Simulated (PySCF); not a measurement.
OF₂: bending curve

These are results of PBE0/[O def2-TZVP, F def2-TZVP], no relativity, density fitting, PySCF, not measurements.

Rigid scan from the singlet minimum (O–F 1.381 Å (×2); F–O–F 103.9°). Coordinate: the F–O–F angle, bonds fixed. Energies in kJ/mol from the minimum.

```
bond angle (°)  E (kJ/mol)  dipole size (D)
            80       132.3             0.49
            90        36.1             0.42
           100         2.5             0.32
           110         5.2             0.19
           120        33.2             0.06
           130        81.1             0.06
           140       145.7             0.16
           150       225.2             0.23
           160       317.2             0.27
           170       416.4             0.24
           180       484.9             0.00
```

With the bonds held, the linear shape lies 484.9 kJ/mol from the minimum.
